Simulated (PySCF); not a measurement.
[NS2]- at several levels of theory

All levels use the PBE0 minimum (singlet; N–S 1.626 Å (×2); S–N–S 123.3°), basis [N def2-TZVPD, S def2-TZVPD], no relativity, density fitting, no spin–orbit coupling, PySCF. For vertical energies the ionised species is a doublet (spins chosen at PBE0 and kept). Open shells are unrestricted, also as the reference of the correlated levels. Dipoles are about the centre of mass. A dash marks a value that was not computed or is not defined at that level.

| level | vertical detachment energy (eV) | −ε(HOMO) (eV) | gap (eV) | dipole (D) |
| --- | --- | --- | --- | --- |
| PBE0 | 2.46 | 0.48 | 2.79 | 0.18 |
| HF | 2.26 | 3.44 | 8.03 | 0.19 |
| MP2 | 2.40 | – | – | – |
| PBE | 2.23 | -0.67 | 0.85 | 0.08 |
| CCSD(T) | 2.39 | – | – | – |

For NS₂⁻ itself CCSD(T) correlates 18 electrons; T1 = 0.026, D1 = 0.083, (T) = -99 kJ/mol. T1 is large, so the single-reference value is itself in doubt.

**Question.** Which levels differ least and most from CCSD(T) in the vertical detachment energy?

**Answer.** Least: MP2 (+0.01 eV); most: PBE (-0.16 eV).

The highest occupied level lies above zero at PBE, a mark of self-interaction error.

The lowest empty level of this anion is unbound, so it and the gap depend on the basis.
